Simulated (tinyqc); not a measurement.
Inside a calculation. Method: Pariser-Parr-Pople SCF with singles CI, for the molecule C=C([CH2+])O (SMILES; centres numbered as the heavy atoms are written). One step of it, computed by the program tinyqc.

Problem. PPP integrals. Mataga-Nishimoto: gamma = 14.399645/(R + a), a = 2 x 14.399645/(gamma_rr + gamma_ss); H_rr = -W_r - sum_(s != r) z_s gamma_rs; H_rs = beta for bonds.

Centres (angstrom, eV; a flat drawing with bonds scaled to 1.40 angstrom):
```
centre          x          y  core charge z          W   gamma_rr
1C      -1.212000  -0.700000              1  11.160000  11.130000
2C       0.000000   0.000000              1  11.160000  11.130000
3C       1.212000  -0.700000              1  11.160000  11.130000
4O       0.000000   1.400000              2  33.000000  21.500000
```

Resonance integrals (eV):
```
i  j       beta
1  2  -2.390000
2  3  -2.390000
2  4  -2.240000
```

Give: repulsion gamma_rs; core matrix H.

Solution.

repulsion gamma_rs (eV), order 1C, 2C, 3C, 4O:
```
[[11.130, 5.346, 3.873, 4.354],
 [5.346, 11.130, 5.346, 6.308],
 [3.873, 5.346, 11.130, 4.354],
 [4.354, 6.308, 4.354, 21.500]]
```

core matrix H (eV), order 1C, 2C, 3C, 4O:
```
[[-29.087, -2.390, 0.000, 0.000],
 [-2.390, -34.469, -2.390, -2.240],
 [0.000, -2.390, -29.087, 0.000],
 [0.000, -2.240, 0.000, -48.016]]
```
